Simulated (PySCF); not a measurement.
# One shape, several levels: BF (SMILES [B]F)

We compute a comparison of 6 runs (HF/6-31G**, HF/def2-SVP, B3LYP/6-31G*, PBE0/def2-SVP, BP86/6-31+G*, TPSSh/def2-TZVP) of BF. Input form: a Python script.

Program for the calculation: PySCF 2.14.0.

## Step 1: The system as given

BF has 2 atoms, charge 0, and is taken as a singlet. As SMILES, `[B]F`. Geometry: relaxed at PBE0-D4/def2-TZVP.

Bond lengths: B1–F2 1.263 Å.

## Step 2: Energy and gradient at HF/6-31G(d,p) (spherical functions) (run 1)

calc.py reads:

```python
import pyscf.grad
from pyscf import gto, scf

mol = gto.Mole()
mol.atom = '''
B        0.000000       0.000000      -0.009350
F        0.000000       0.000000       1.253740
'''
mol.verbose = 3
mol.basis = '6-31g**'
mol.max_memory = 1860
mol.build()

mf = scf.RHF(mol)
mf.conv_tol = 1e-10
mf.kernel()
if not mf.converged:
    mf = mf.newton().run(mf.mo_coeff, mf.mo_occ)

energy = mf.e_tot
print('Final energy', energy)
grad = mf.Gradients().kernel()
dip = mf.dip_moment()
pop, q = mf.mulliken_pop()
```

The run is started by

```sh
OMP_NUM_THREADS=1 python calc.py
```

Standard output:

```text
converged SCF energy = -124.101230791343
Final energy -124.10123079134328
--------------- RHF gradients ---------------
         x                y                z
0 B     0.0000000000    -0.0000000000    -0.0018742621
1 F    -0.0000000000     0.0000000000     0.0018742621
----------------------------------------------
Dipole moment(X, Y, Z, Debye): -0.00000,  0.00000,  0.86874
 ** Mulliken pop  **
pop of  0 B 1s            1.99890
pop of  0 B 2s            0.62956
pop of  0 B 3s            1.13783
pop of  0 B 2px           0.08191
pop of  0 B 2py           0.08191
pop of  0 B 2pz           0.54961
pop of  0 B 3px           0.03623
pop of  0 B 3py           0.03623
pop of  0 B 3pz           0.10165
pop of  0 B 3dxy          0.00000
pop of  0 B 3dyz          0.01984
pop of  0 B 3dz^2         0.04628
pop of  0 B 3dxz          0.01984
pop of  0 B 3dx2-y2       0.00000
pop of  1 F 1s            1.99787
pop of  1 F 2s            0.94344
pop of  1 F 3s            0.96044
pop of  1 F 2px           1.11378
pop of  1 F 2py           1.11378
pop of  1 F 2pz           1.08251
pop of  1 F 3px           0.74363
pop of  1 F 3py           0.74363
pop of  1 F 3pz           0.54676
pop of  1 F 3dxy          0.00000
pop of  1 F 3dyz          0.00462
pop of  1 F 3dz^2         0.00515
pop of  1 F 3dxz          0.00462
pop of  1 F 3dx2-y2       0.00000
 ** Mulliken atomic charges  **
charge of    0B =      0.26022
charge of    1F =     -0.26022
```

It took 2.2 s on 1 thread of Intel Xeon at 2.50GHz (Skylake/Cascade Lake), shared host; peak memory 0.12 GiB.

## Step 3: Energy and forces at HF/def2-SVP (run 2)

calc.py reads:

```python
# 13768-60-0
import pyscf.grad
from pyscf import gto, scf

mol = gto.M(
    atom=[
    ('B', (0.000000, -0.000000, -0.009350)),
    ('F', (-0.000000, 0.000000, 1.253740)),
],
    basis='def2-svp',
    max_memory=1860,
    verbose=4,
)

mf = scf.RHF(mol)
mf.conv_tol = 1e-10
mf.kernel()
if not mf.converged:
    mf = mf.newton().run(mf.mo_coeff, mf.mo_occ)

energy = mf.e_tot
print('E = %.10f Eh' % energy)
grad = mf.Gradients().kernel()
dip = mf.dip_moment()
pop, q = mf.mulliken_pop()
```

The run is started by

```sh
OMP_NUM_THREADS=1 python calc.py
```

Standard output:

```text
PySCF version 2.14.0

[... 54 lines left out ...]
converged SCF energy = -124.002870941455
[... 9 lines left out ...]
Dipole moment(X, Y, Z, Debye):  0.00000,  0.00000,  0.99256
[... 31 lines left out ...]
charge of    1F =     -0.10789
```

Run time: 2.5 s. Hardware: 1 thread of Intel Xeon at 2.50GHz (Skylake/Cascade Lake), shared host; peak memory 0.12 GiB.

Run 3 isn't shown in full; the table further down has it.

## Step 4: Energy and forces at PBE0/def2-SVP (run 4)

job.py reads:

```python
# 13768-60-0
from pyscf import gto, dft

mol = gto.Mole()
mol.atom = '''
B      0.000000     0.000000    -0.009350
F      0.000000     0.000000     1.253740
'''
mol.spin = 0
mol.basis = 'def2-svp'
mol.charge = 0
mol.verbose = 4
mol.max_memory = 1860
mol.build()

calc0 = dft.RKS(mol)
calc0.xc = 'pbe0'
calc0.conv_tol = 1e-10
calc0.grids.level = 5
calc0.kernel()
if not calc0.converged:
    calc0 = calc0.newton().run(calc0.mo_coeff, calc0.mo_occ)

etot = calc0.e_tot
print('E = %.10f Eh' % etot)
grad = calc0.nuc_grad_method().kernel()
calc0.analyze()
```

The run is started by

```sh
OMP_NUM_THREADS=1 python job.py
```

Standard output:

```text
PySCF version 2.14.0

[... 82 lines left out ...]
DFT Exchange-Correlation Energy =      -14.290592070450748
[... 8 lines left out ...]
MO #7   energy= -0.289552072560518 occ= 2
[... 6 lines left out ...]
MO #14  energy= 0.522995889298108  occ= 0
[... 6 lines left out ...]
MO #21  energy= 1.25263684522762   occ= 0
[... 6 lines left out ...]
MO #28  energy= 3.80500229568288   occ= 0
[... 33 lines left out ...]
Dipole moment(X, Y, Z, Debye):  0.00000,  0.00000,  1.20210
```

Wall time 6.9 s (1 thread of Intel Xeon at 2.50GHz (Skylake/Cascade Lake), shared host); peak memory 0.34 GiB.

Run 5 isn't shown in full; the table further down has it.

## Step 5: Energy and gradient at TPSSh/def2-TZVP (run 6)

calc.py reads:

```python
import pyscf.grad
from pyscf import gto, dft

mol = gto.M(
    atom=[
    ('B', (0.000000, -0.000000, -0.009350)),
    ('F', (-0.000000, 0.000000, 1.253740)),
],
    max_memory=1860,
    verbose=3,
    basis='def2-tzvp',
    spin=0,
)

myscf = dft.RKS(mol)
myscf.xc = 'tpssh'
myscf.grids.level = 5
myscf.conv_tol = 1e-10
myscf.kernel()
if not myscf.converged:
    myscf = myscf.newton().run(myscf.mo_coeff, myscf.mo_occ)

energy = myscf.e_tot
print('Final energy', energy)
grad = myscf.Gradients().kernel()
dip = myscf.dip_moment()
pop, q = myscf.mulliken_pop()
```

The run is started by

```sh
OMP_NUM_THREADS=1 python calc.py
```

Standard output:

```text
converged SCF energy = -124.7127963627
Final energy -124.71279636270017
[... 5 lines left out ...]
Dipole moment(X, Y, Z, Debye): -0.00000,  0.00000,  1.06656
[... 65 lines left out ...]
charge of    1F =     -0.12256
```

Wall time 20 s (1 thread of Intel Xeon at 2.50GHz (Skylake/Cascade Lake), shared host); peak memory 0.61 GiB.

## Step 6: All runs side by side

| run | level | integration grid | energy (Eh) | dipole moment (D) | HOMO energy (eV) | LUMO energy (eV) | wall time |
| --- | --- | --- | --- | --- | --- | --- | --- |
| 1 | HF/6-31G** (spherical functions) | – | -124.101231 | 0.87 | -10.68 | 3.61 | 2.2 s |
| 2 | HF/def2-SVP | – | -124.002871 | 0.99 | -10.90 | 2.75 | 2.5 s |
| 3 | B3LYP/6-31G* (spherical functions) | 5 | -124.656129 | 1.10 | -7.28 | -0.58 | 7.5 s |
| 4 | PBE0/def2-SVP | 5 | -124.427071 | 1.20 | -7.88 | -0.93 | 6.9 s |
| 5 | BP86/6-31+G* (spherical functions) | 5 | -124.656130 | 1.04 | -6.84 | -2.15 | 8.4 s |
| 6 | TPSSh/def2-TZVP | 5 | -124.712796 | 1.07 | -7.42 | -1.50 | 20 s |

## Step 7: Summary of results

| quantity | value |
| --- | --- |
| run 6: total energy | -124.71280 Eh |
| run 6: dipole moment | 1.07 D |
| run 6: HOMO energy | -7.42 eV |
| run 6: LUMO energy | -1.50 eV |
| run 6: HOMO–LUMO gap | 5.92 eV |
| run 6: largest force on an atom | 0.399 eV/Å |

In words: The dipole moment (its size) runs from 0.87 D (HF/6-31G**) to 1.20 D (PBE0/def2-SVP). The two ends differ in method and basis. The HOMO–LUMO gap runs from 4.69 eV (BP86/6-31+G*) to 14.28 eV (HF/6-31G**). Totals of different functionals can't be ranked against each other. All runs together took 47 s, the longest 20 s.
